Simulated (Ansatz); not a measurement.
**A ladder of methods for BH2O (SMILES [BH]O)**

BH2O: 4 atoms, total charge 0, spin state doublet. As SMILES, `[BH]O`. The shape is that of a PBE0-D4/def2-TZVP optimisation.

| atom | x (Å) | y (Å) | z (Å) |
| --- | --- | --- | --- |
| B | -0.0061 | -0.4855 | 0.3883 |
| O | 0.1197 | 0.5445 | -0.4486 |
| H | -1.0642 | -1.0324 | 0.5403 |
| H | 1.0061 | 0.9132 | -0.5003 |

Quantity: the energy change with the B1–H3 bond stretched from 1.201 to 2.402 Å, in eV. The values are calculated.

```tsv
level	kind	program	value (eV)	less FCI/STO-3G	CPU time (all runs)
UHF/STO-3G	Hartree–Fock	Ansatz	3.89	+0.19	0.1 s
USVWN5/STO-3G	LDA	Ansatz	4.37	+0.67	0.97 s
U-revPBE/STO-3G	GGA	Ansatz	3.95	+0.25	1.7 s
U-r2SCAN/STO-3G	meta-GGA	Ansatz	4.08	+0.38	4.1 s
UBHLYP/STO-3G	global hybrid	Ansatz	4.17	+0.47	1.6 s
U-wB97M-V/STO-3G	range-separated hybrid	Ansatz	4.06	+0.36	21 s
UMP2/STO-3G	perturbation theory	Ansatz	3.92	+0.22	0.12 s
UCCSDT(Q)/STO-3G	coupled cluster or CI	Ansatz	3.71	+0.01	0.89 s
FCI/STO-3G	exact in the basis	Ansatz	3.70	0.00	0.75 s
```

FCI/STO-3G is exact within its basis and frozen core, so for wave-function methods in that basis the difference is their error; functionals converge differently with the basis, so for them it is only a difference. The first shape isn't each level's own minimum. The values span 3.70 to 4.37 eV. Spin contamination of the reference (⟨S²⟩ at least 0.1 too high) touches UHF/STO-3G, U-r2SCAN/STO-3G, UBHLYP/STO-3G, UMP2/STO-3G, UCCSDT(Q)/STO-3G. All rows use very small basis sets, so none should be taken for the real molecule's value. In so small a basis fixed costs decide the times, and correlated methods can beat functionals. Times are those of the runs behind each value, whatever else they computed, on shared processors of several kinds: orders of magnitude only.
